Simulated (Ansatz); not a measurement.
## Structure relaxation of LiSc3

The calculation used DFT PBE, scalar-relativistic, plane waves, PAW in Ansatz 0.2.0. Cutoff 420 eV, Γ-centred k mesh, Gaussian smearing, no spin polarisation in the final step.

LiSc3 was placed on the Cu3Au (L1_2) structure type (Pm-3m, No. 221), with Li in place of Au, Sc in place of Cu, at a guessed volume.

```xyz
4
Lattice="4.0907 0.0000 0.0000 0.0000 4.0907 0.0000 0.0000 0.0000 4.0907" Properties=species:S:1:pos:R:3 pbc="T T T"
Li    0.0000    0.0000    0.0000
Sc    0.0000    2.0454    2.0454
Sc    2.0454    0.0000    2.0454
Sc    2.0454    2.0454    0.0000
```

Cell and atoms relax at zero pressure; the relaxation can't lower the symmetry of the start. After a coarse first stage the cell is made exact in the group found at 0.06 Å.

Energies over the elements count from the elements' standard structures at the same level, with no empirical corrections.

Question: Which crystal results?

Answer: It keeps Pm-3m (No. 221). The result has the Cu3Au (L1_2) structure. Conventional cell: a = 4.538 Å. Li is coordinated by 12 Sc at 3.21 Å; Sc has 4 Li at 3.21 Å and 8 Sc at 3.21 Å.

```cif
data_structure
_symmetry_space_group_name_H-M 'Pm-3m'
_symmetry_Int_Tables_number 221
_cell_length_a 4.5379
_cell_length_b 4.5379
_cell_length_c 4.5379
_cell_angle_alpha 90.000
_cell_angle_beta 90.000
_cell_angle_gamma 90.000
_cell_volume 93.44
loop_
_atom_site_label
_atom_site_type_symbol
_atom_site_symmetry_multiplicity
_atom_site_Wyckoff_symbol
_atom_site_fract_x
_atom_site_fract_y
_atom_site_fract_z
_atom_site_occupancy
Li1 Li 1 a 0.00000 0.00000 0.00000 1
Sc1 Sc 3 c 0.00000 0.50000 0.50000 1
```

Question: What are its volume, energy, density and gap?

Answer: The volume per atom is 23.36 Å³, the density is 2.52 g/cm³ and the energy over the elements is 0.22 eV/atom. The gap on the 10×10×10 mesh is 0 eV (a metal).

The final run used a 10×10×10 mesh on its 4-atom cell and 0.10 eV smearing. The k mesh leaves about 4 meV/atom of noise in metals. Symmetry constrained the relaxation, so the result can be a saddle point.

Cost: 3 runs of about 0.53 core-minutes in all, on Arm Neoverse V2 (shared hosts).